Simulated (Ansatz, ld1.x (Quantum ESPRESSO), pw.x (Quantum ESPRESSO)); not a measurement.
## From atom to crystal: RRKJ potential for cadmium

ld1.x (Quantum ESPRESSO) 7.5 input, shortened:

```
&input
   title='Cd', zed=48., rel=1, dft='PW', iswitch=3,
   config='[Kr] 4d10 4f-2 5s2 5p0'
 /
 &inputp
   pseudotype=2, tm=.false., lloc=0,
   nlcc=.true., rcore=1.40
 /
4
5P  2  1   0.00   0.00  2.70  2.70  0.0
4D  3  2  10.00   0.00  1.45  1.45  0.0
4F  4  3  -2.00   0.35  2.70  2.70  0.0
5S  1  0   2.00   0.00  2.26  2.26  0.0
 &test
   configts(1)='4d10 5s2 5p0'
 /
```

Crystal test: fcc Cd in pw.x 7.5, no spin, 13³ k-points, Fermi–Dirac smearing 0.01 Ry, cutoffs 100/400 Ry. The reference is all-electron LAPW (Ansatz 0.2.0) with the same functional, mesh and smearing; V0 and B0 come from Birch–Murnaghan fits to the pressures at five volumes. Errors are pseudo minus all-electron; Δ is the rms difference of the E(V) curves that follow from these fits, minima aligned, over ±6 % about the mean V0. Mesh and smearing are coarse, so the numbers serve the comparison and aren't converged zero-temperature values; the lattice is a test structure that the element need not adopt.

All-electron: a0 = 4.306 Å (V0 = 19.96 Å³/atom), B0 = 68.9 GPa.

Q: How far does the potential miss the all-electron equation of state?

A: mean pressure error (GPa): +1.44; a0 (Å): 4.335; a0 error (%): +0.69; B0 error (%): -4.0; Δ (meV/atom): 6.1. This is a poor potential for the solid.

| V (Å³/atom) | P all-electron (GPa) | P pseudo (GPa) |
| --- | --- | --- |
| 19.006 | 3.88 | 5.61 |
| 19.506 | 1.68 | 3.25 |
| 20.006 | -0.17 | 1.26 |
| 20.506 | -1.73 | -0.43 |
| 21.006 | -3.04 | -1.86 |

Q: At the middle volume, how do free energy and pressure move when the wave cutoff is lowered (ecutrho kept at four times it)?

A:

```json
{"cutoff (Ry)": "45", "shift of F (meV/atom)": "+7362.7", "shift of P (GPa)": "-280.98"}
{"cutoff (Ry)": "60", "shift of F (meV/atom)": "+468.1", "shift of P (GPa)": "-32.43"}
{"cutoff (Ry)": "80", "shift of F (meV/atom)": "+1.9", "shift of P (GPa)": "-0.06"}
```

The run at the middle volume (84 k-points, 7 iterations) took about 28 s on one core of a shared host (Neoverse-V2, 96 threads, 742 GiB, load 25).
